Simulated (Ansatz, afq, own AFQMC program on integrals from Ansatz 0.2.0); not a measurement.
**C₃H₉GaS, singlet: AFQMC among the cluster methods**

```xyz
14

C    -0.4197    2.1204    0.3139
C     0.2427    0.8342    0.7910
Ga    0.0228   -0.7637   -0.3537
C     0.7230   -2.5622    0.0172
S    -1.1334   -0.5691   -2.2412
H    -0.2457    2.9576    1.0103
H    -1.5115    2.0081    0.2150
H    -0.0378    2.4382   -0.6697
H    -0.1238    0.5525    1.7947
H     1.3313    0.9772    0.9172
H     0.7223   -3.1932   -0.8830
H     0.0940   -3.0536    0.7775
H     1.7472   -2.5157    0.4182
H    -1.4244    0.7401   -2.0787
```

Basis def2-SVP. Noble-gas cores (and the filled d shells of Ga–Kr and In–Xe) are frozen. Integrals, coupled cluster, full CI and functionals: Ansatz 0.2.0; the random walks run on the same integrals in our own AFQMC program. The CISD trial takes its coefficients from CCSD amplitudes. Released means that phaseless walkers are propagated on without the constraint, phases kept. Uncertainties: one standard error, sampling alone. No spin–orbit coupling.

Determinant: RHF, the one that the program's search chose, which needn't be the lowest solution. The geometry is a PBE0/def2-SVP stationary point of this or a neighbouring charge and spin state.

No full CI on the walks' own integrals is used here. The released AFQMC energy serves as the reference, which it does only where one determinant dominates, the energy is flat over the last release times and near the phaseless one (40 meV or 2 meV an electron, half that with transition metals). On small molecules, where full CI could be run and the noise was under 10 meV, such values lay within 10 meV of it in 19 cases of 20, a flattering rate, since the rule was set on those same cases; what remains of the bias isn't in the error bar.

Cautions: no relativity below Rb; no spin-orbit coupling; inner d shell frozen; the released value is read at 0.90 1/Eh with a noise of 21 meV, more than in the cases checked (meV from the phaseless value at times in 1/Eh: -20 ± 10 at 0.21, -24 ± 14 at 0.42, -35 ± 16 at 0.63, -26 ± 21 at 0.90).

```
T1 diagnostic                               : 0.0100
weight of the determinant in the CISD state : 0.765
size of the correlated space                : 30 electrons in 115 orbitals
```

| level | correlation energy (eV) |
| --- | --- |
| MP2 | -17.2402 |
| CCSD | -19.1039 |
| CCSD(T) | -19.6692 |

**Question.** Estimate where phaseless AFQMC with a CISD trial lies against CCSD(T) on the same integrals.

**Answer.** 5.6 ± 1.1 kJ/mol below CCSD(T).

Reference: AFQMC with the constraint released, correlation energy -19.753 ± 0.021 eV.

| level | E − E(reference) (kJ/mol) | share of correlation (%) |
| --- | --- | --- |
| CCSD(T) | 8.1 ± 2.0 | 99.57 |
| ph-AFQMC/CISD | 2.5 ± 2.3 | 99.87 |

Released energies are given only where the last usable release times agree within the noise; a slower fall can still hide under it.
